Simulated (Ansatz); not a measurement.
Reaction: NaCl (SMILES [Cl][Na]) → NaCl+ (parent SMILES [Cl][Na], doublet) + e-
Each species at its own B3LYP-D3(BJ)/def2-TZVP minimum (Ansatz, a program for electronic structure).

Wanted: adiabatic ionisation energy (electronic), in eV. Radicals and triplets start from unrestricted determinants; spin-orbit coupling is neglected. Cores are frozen in correlated methods. No relativity. CBS(X,Y): correlation extrapolated as X^-3, Hartree-Fock from the larger set. A bracket is a step between two methods taken in the basis named. Full CI freezes restricted core orbitals, also for open shells; the composite that ends in it estimates full CI at the basis-set limit. The spin of ClNa+ (parent SMILES [Na][Cl], doublet) was assumed, and the state is the lowest solution found for it.

```json
[
 {"level": "HF/def2-SVP", "program": "Ansatz", "adiabatic ionisation energy (eV)": "(withheld)"},
 {"level": "B3LYP/def2-TZVPD", "program": "Ansatz", "adiabatic ionisation energy (eV)": "9.11"},
 {"level": "MP2/CBS(def2-TZVPP,def2-QZVPP)", "program": "Ansatz", "adiabatic ionisation energy (eV)": "9.10"},
 {"level": "CCSD/CBS(def2-TZVPP,def2-QZVPP)", "program": "Ansatz", "adiabatic ionisation energy (eV)": "8.91"},
 {"level": "CCSDT(Q)/def2-SVP", "program": "Ansatz", "adiabatic ionisation energy (eV)": "8.16"},
 {"level": "CCSDT(Q)/def2-TZVPP", "program": "Ansatz", "adiabatic ionisation energy (eV)": "(withheld)"},
 {"level": "CCSDT(Q)/def2-QZVPP", "program": "Ansatz", "adiabatic ionisation energy (eV)": "8.88"},
 {"level": "FCI/def2-SVP", "program": "Ansatz", "adiabatic ionisation energy (eV)": "8.16"},
 {"level": "CCSD(T)/CBS(def2-TZVPP,def2-QZVPP) + [CCSDT(Q) - CCSD(T)]/def2-TZVPP", "program": "Ansatz", "adiabatic ionisation energy (eV)": "9.00"},
 {"level": "CCSD(T)/CBS(def2-TZVPP,def2-QZVPP) + [CCSDT(Q) - CCSD(T)]/def2-QZVPP + [FCI - CCSDT(Q)]/def2-SVP", "program": "Ansatz", "adiabatic ionisation energy (eV)": "9.01"}
]
```

Q: What belongs in the gaps?

A: 
- HF/def2-SVP, adiabatic ionisation energy (eV): 7.53
- CCSDT(Q)/def2-TZVPP, adiabatic ionisation energy (eV): 8.71
